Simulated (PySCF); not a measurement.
**The bond of NaMg−, level by level**

An exercise on one series of results from a longer session: the logs are not shown, and one member is left open.

Method: Na aug-cc-pVDZ, Mg aug-cc-pVDZ, no relativity; program: PySCF 2.14.0.

4 further runs of the same task are left out: 4 set aside as unsound or not needed.

Set-up of the first run:

A driver script around PySCF takes these settings:

| Property | Result |
| --- | --- |
| atoms | Na, Mg |
| charge | -1 |
| basis | Na aug-cc-pVDZ, Mg aug-cc-pVDZ |
| Hamiltonian | no relativity |
| basis functions | 54 |
| electrons treated | 24 |
| masses in u | 22.9898, 23.9850 |
| levels | PBE0, PBE, r²SCAN, BHandHLYP, TPSS, PW91, CAM-B3LYP, MP2, SCS-MP2, CCSD, CCSD(T) |
| grid | 80 radial by 434 angular points |
| occupations | held fixed by the projection of orbital angular momentum |
| dissociation limit | Na− + Mg, each in its ground configuration |
| starting distance in angstrom | 3.030 |
| values of 2S to try | 0, 2 |

Launch:

```
> OMP_NUM_THREADS=1 python dia.py task.json out
```

Steps of the session up to this table: Input; The PBE0 curve of the state that the search chose; PBE (GGA); r²SCAN (meta-GGA); BHandHLYP; TPSS (meta-GGA); PW91; CAM-B3LYP (range-separated hybrid); Correlated methods on the Hartree–Fock reference.

One table of the session follows, with a row left open; its other results are not shown here.

Energy (eV) from each level's lowest point:

| R (Å) | RHF-MP2 | RHF-SCS-MP2 | RHF-CCSD | RHF-CCSD(T) | PBE |
| --- | --- | --- | --- | --- | --- |
| 3.224 | 0.091 | 0.103 | n/a | n/a | 0.056 |
| 3.374 | 0.047 | 0.057 | 0.050 | 0.037 | 0.022 |
| 3.524 | 0.021 | 0.028 | 0.023 | 0.014 | 0.005 |
| 3.636 | ? | ? | ? | ? | ? |
| 3.749 | 0.003 | 0.006 | 0.003 | 0.000 | 0.000 |
| 3.861 | 0.000 | 0.001 | 0.000 | 0.000 | 0.004 |
| 4.011 | 0.001 | 0.000 | 0.000 | 0.004 | 0.013 |
| 4.199 | 0.008 | 0.003 | 0.005 | 0.014 | 0.029 |
| 4.424 | 0.020 | 0.012 | 0.015 | 0.031 | 0.052 |
| 4.724 | 0.039 | 0.027 | n/a | n/a | 0.084 |

Estimate the missing values for R (Å) = 3.636.

Worked estimate for «RHF-MP2». A straight line through the neighbours (3.524, 0.021) and (3.749, 0.003) gives 0.021 + (0.003 − 0.021) × (3.636 − 3.524) / (3.749 − 3.524) = 0.012; a parabola fitted to 4 rows on both sides gives 0.009.

The run gave: RHF-MP2: 0.009; RHF-SCS-MP2: 0.014; RHF-CCSD: 0.011; RHF-CCSD(T): 0.004; PBE: 0.000. In «RHF-MP2» the line misses by +0.003 and the parabola by 0.000.

Caveats from the session: The bond is weak, and basis-set superposition, which was not computed, may be a sizeable part of it.
